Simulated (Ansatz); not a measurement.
fcc Pb, treated with PBE0 (PAW; Ansatz, an electronic-structure program).

Input file:

Ansatz 0.2 input:
```yaml
crystal:
  lattice:
    - [0.0, 2.4779568636, 2.4779568636]
    - [2.4779568636, 0.0, 2.4779568636]
    - [2.4779568636, 2.4779568636, 0.0]
  atoms:
    - { symbol: Pb, position: [0.0, 0.0, 0.0] }
basis:
  ecutwfc: 460
  ecutrho_ratio: 4
  xc_grid: 2
kpoints:
  mp_grid: { grid: [12, 12, 12] }
hamiltonian:
  xc: pbe0
  dispersion: none
  pseudopotentials: { kind: paw }
scf:
  occupations: { method: fermi_dirac, width: 0.05 }
  convergence: { dr2_threshold: 0.0000000001 }
output:
  forces: false
  stress: true
  eigenvalues: true
```

### Question
How many irreducible k-points, plane waves at Γ does the program set up, and what pressure does the run end with?

### Answer
72 irreducible k-points, 701 plane waves at Γ; P = 1.19 GPa, so the cell is compressed on average and its volume would grow at this level.

Output (set-up and result lines):

```
WARN output.stress: scf.exx.energy_threshold = 1e-6 eV is looser than the 1e-8 eV advised for a stress under a hybrid functional (1e-8 eV for each atom of the …
Crystal: 1 atoms, lattice volume = 30.431 Å³
Basis set: ecut = 460 eV, 701 PW (Γ), exchange–correlation on 50×50×50 points (8 copies of the dense FFT grid, shifted against one another)
Bands: 11, of which v1, the nominal top of the filled ones, is band 7 counted from 1 (6 counted from 0)
Symmetry: 48 space group operations
Space group: Fm-3m (ITA 225), of the structure as read, at distance tolerance 3.1e-5 Å
k-points: 72 of 1728
Functional: x = pbe(κ = 0.804, μ = 0.2195149727645171), c = pbe(β = 0.06672455060314922), warm-up for x = 0.75 pbe(κ = 0.804, μ = 0.2195149727645171) + 0.25 exact, c = pbe(β = 0.06672455060314922)
SCF iter   1: F=—  HF=-11906.394400 eV  |F-HF|=—  |Δ(HF+E_count)|=         —  Δρ=6.19e-4  dr2=1.29e-4
SCF iter   2: F=—  HF=-11906.394558 eV  |F-HF|=—  |Δ(HF+E_count)|=   1.58e-4  Δρ=3.56e-4  dr2=4.07e-5
  ...
SCF 1 converged in 6 iterations: F = -11906.394572 eV  dr2 = 1.39e-11
Crystal: 1 atoms, lattice volume = 30.431 Å³
Initial density: handed on by an earlier stage of this run
Functional: x = 0.75 pbe(κ = 0.804, μ = 0.2195149727645171) + 0.25 exact, c = pbe(β = 0.06672455060314922)
SCF 2 converged in 8 iterations: F = -11906.932164 eV  dr2 = 6.69e-12
Crystal: 1 atoms, lattice volume = 30.431 Å³
Crystal: 1 atoms, lattice volume = 30.431 Å³
Crystal: 1 atoms, lattice volume = 30.431 Å³
SCF 5 converged in 3 iterations: F = -11906.935333 eV  dr2 = 1.38e-11
Crystal: 1 atoms, lattice volume = 30.431 Å³
Crystal: 1 atoms, lattice volume = 30.431 Å³
SCF 7 converged in 3 iterations: F = -11906.935333 eV  dr2 = 7.30e-12
Crystal: 1 atoms, lattice volume = 30.431 Å³
Crystal: 1 atoms, lattice volume = 30.431 Å³
SCF iter   3: F=—  HF=-11906.935333 eV  |F-HF|=—  |Δ(HF+E_count)|=   2.37e-7  Δρ=9.15e-7  dr2=2.14e-10
SCF iter   4: F=-11906.935333 eV  HF=-11906.935333 eV  |F-HF|=5.46e-12  |Δ(HF+E_count)|=  3.64e-12  Δρ=8.58e-8  dr2=3.72e-12
SCF 9 converged in 4 iterations: F = -11906.935333 eV  dr2 = 3.72e-12
Free energy (F): -11906.935333 eV
Internal energy: -11906.932733 eV  (E = F + TS)
E sigma→0 (E₀):  -11906.934033 eV
Fermi energy:    10.898534 eV
--- Stress (GPa, compression-positive) ---
        1.191358      -0.000000      -0.000000
        0.000000       1.191358       0.000000
       -0.000000       0.000000       1.191358
  P = ⅓ Tr σ = 1.1914 GPa (11.914 kbar)
```

The cell is one volume of an energy–volume scan, off the minimum.

The PAW data were made under PBE.

Note: the run warned that the count of filled bands differs between k points.

It cost roughly 7 core-minutes of CPU time.
